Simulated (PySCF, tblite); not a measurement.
Isomers of C4H4FP, one GFN2-xTB conformer each. Single-point energies are computed at PBE0/pcSseg-1 (PySCF, gas phase, no added dispersion term), electronic only.

```json
{"SMILES": "C#CC/P=C\\F", "GFN2-xTB relative energy (kJ/mol)": "26.2"}
{"SMILES": "C#C/P=C(\\C)F", "GFN2-xTB relative energy (kJ/mol)": "0.0"}
```

Conformers: `[CH:1]#[C:2][CH2:3]/[P:4]=[CH:5]\[F:6]` with C2–C3–P4–C5 94°.

What does PBE0/pcSseg-1 give for the same structures?

| SMILES | PBE0/pcSseg-1 E (Eh) | PBE0/pcSseg-1 (kJ/mol) | GFN2-xTB (kJ/mol) | point group |
| --- | --- | --- | --- | --- |
| C#C/P=C(\C)F | -595.46977 | 0.0 | 0.0 | Cs |
| C#CC/P=C\F | -595.45391 | 41.6 | 26.2 | C1 |

Both levels put the same isomer lowest. 

Which frontier levels, dipoles and rotational constants go with these structures?

```json
{"SMILES": "C#C/P=C(\\C)F", "HOMO (eV, PBE0/pcSseg-1)": "-6.93", "LUMO (eV)": "-1.87", "dipole (D)": "2.48", "A, B, C (MHz)": "5860, 1966, 1486"}
{"SMILES": "C#CC/P=C\\F", "HOMO (eV, PBE0/pcSseg-1)": "-7.35", "LUMO (eV)": "-1.64", "dipole (D)": "0.52", "A, B, C (MHz)": "4640, 1933, 1580"}
```

What happens when harmonic zero-point energies from GFN2-xTB frequencies are added?

| SMILES | ZPE (kJ/mol) | electronic (kJ/mol) | with ZPE (kJ/mol) |
| --- | --- | --- | --- |
| C#C/P=C(\C)F | 168.0 | 0.0 | 0.0 |
| C#CC/P=C\F | 167.0 | 41.6 | 40.6 |

The zero-point energies span 1.0 kJ/mol. The order is unchanged.
